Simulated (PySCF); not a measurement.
CHN, SMILES [C-]#[NH+], PBE0/def2-SVP optimised geometry.

```
3

C     -1.09     0.00     0.00
N      0.08     0.00     0.00
H      1.09     0.00     0.00
```

Density from PBE0/def2-TZVP run with PySCF at that geometry.

Minimum of the electron density along straight lines between bonded atoms, close to the bond critical point (lines longer than 1.1 times the sum of covalent radii, or with two minima, are not listed):

```csv
bond,length / Å,ρ at the minimum / e bohr⁻³,∇²ρ there / e bohr⁻⁵,position (fraction from the first atom)
C1–N2,1.171,___,___,0.34
N2–H3,1.004,___,-2.04,0.77
```

Question: Complete the blanks.

Answer: 
- C1–N2, ρ at the minimum / e bohr⁻³: 0.449
- C1–N2, ∇²ρ there / e bohr⁻⁵: -0.06
- N2–H3, ρ at the minimum / e bohr⁻³: 0.331
